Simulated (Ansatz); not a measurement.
# AlS+ (triplet): the correlation ladder, def2-QZVPP

An exercise on one series of results from a longer session: the logs are not shown, and one member is left open.

Method: def2-QZVPP, core rule «outside noble gas», up to 10 orbitals frozen; program: Ansatz 0.2.0, Gaussian basis.

The runs, in order: UHF; ROHF; CCSD(T) on UHF.

## The system

The geometry is a PBE0/def2-TZVP stationary point (not a proven minimum) of the parent state, kept for this charge and spin.

2 atoms, charge 1, spin multiplicity 3.

Atoms are counted from 1 here; the program's logs count them from 0.

Bond lengths: Al1–S2 2.241 Å.

Set-up of the first run:

Input file in.yaml:

```yaml
crystal:
  periodic: [false, false, false]
  atoms:
    - {symbol: Al, position_ang: [0.000000, 0.000000, 0.000000]}
    - {symbol: S, position_ang: [0.000000, 0.000000, 2.240800]}
basis:
  gaussian: {orbitals: "def2-QZVPP.json"}
total_charge: 1
magnetization: {spin_polarized: true, initial_magnetization: 2}
hamiltonian: {xc: hf}
output: {orbitals: {seedname: orbitals}}
```

Started as:

```
> ansatz run in.yaml --threads 1 --pin off --events-out ev --progress --plain --max-ram 2393MiB
```

Among the steps run: UHF; ROHF; CCSD(T) on UHF.

One of the session's tables, all rows but one given; the rest of the session is left out.

It belongs to the step «Misses and costs». 

```
  method  from UCCSD(T) (meV)
    ROHF                    ?
     UHF              +5865.2
    UMP2               +963.1
   UCCSD               +299.4
UCCSD(T)                    0
```

Q: Estimate the row for ROHF from the others.

The run gave: from UCCSD(T) (meV): +6098.6. In the column «from UCCSD(T) (meV)» it is the highest.
